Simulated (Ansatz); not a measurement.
Geometry optimisation, Ansatz, RKS PBE-D4/def2-SVP.

The input (input.yaml):

```yaml
crystal:
  periodic: [false, false, false]
  atoms:
    - { symbol: C, position_ang: [-0.87902, 1.14431, -0.86438] }
    - { symbol: Al, position_ang: [0.63489, -0.11916, -0.13772] }
    - { symbol: Si, position_ang: [1.27776, -1.6838, 1.48463] }
    - { symbol: H, position_ang: [-0.53525, 2.19114, -0.90137] }
    - { symbol: H, position_ang: [-1.18802, 0.90627, -1.89507] }
    - { symbol: H, position_ang: [-1.8148, 1.16303, -0.27447] }
    - { symbol: H, position_ang: [1.69889, 0.32013, -1.34956] }
    - { symbol: H, position_ang: [2.45707, -0.93496, 2.1311] }
    - { symbol: H, position_ang: [2.15593, -2.62673, 0.64549] }
total_charge: -1
basis:
  gaussian: { orbitals: def2-SVP }
hamiltonian:
  xc: pbe
  dispersion: d4
relax:
  f_tol: 0.015
  max_steps: 40
```

Run as:

```bash
$ ansatz run input.yaml --threads 1 --pin off --max-ram 2048MiB --backend cpu --events-out ev --progress --plain --runs-dir out
```

Where does it end, and by what steps?

The run converged. Limits of this set-up: an anion without diffuse functions, the dipole of an ion depends on the origin. After 16 steps the energy has fallen by 0.674 eV; H8 moved furthest, 1.45 Å.

| step | energy less start (eV) | largest force component (eV/Å) | accepted |
| --- | --- | --- | --- |
| 0 | 0.0000 | 1.614 | yes |
| 1 | -0.4162 | 0.495 | yes |
| 2 | -0.4714 | 0.360 | yes |
| 3 | -0.4926 | 0.209 | yes |
| 4 | -0.5215 | 0.144 | yes |
| 5 | -0.5526 | 0.154 | yes |
| 6 | -0.5822 | 0.386 | yes |
| 7 | -0.6068 | 0.190 | yes |
| 8 | -0.6339 | 0.270 | yes |
| 9 | -0.6480 | 0.174 | yes |
| 10 | -0.6560 | 0.053 | yes |
| 11 | -0.6648 | 0.176 | yes |
| 12 | -0.6711 | 0.100 | yes |
| 13 | -0.6732 | 0.025 | yes |
| 14 | -0.6733 | 0.021 | yes |
| 15 | -0.6731 | 0.052 | no |
| 16 | -0.6736 | 0.008 | yes |

```xyz
9
Properties=species:S:1:pos:R:3
C -0.690 1.036 -0.617
Al 0.785 -0.345 -0.502
Si 0.962 -1.875 1.331
H -0.300 2.080 -0.605
H -1.253 0.928 -1.574
H -1.430 0.941 0.207
H 1.936 0.074 -1.614
H 1.393 -0.287 1.393
H 2.405 -2.192 0.819
```

Time of the run: 40 s on 1 CPU thread of a shared host.
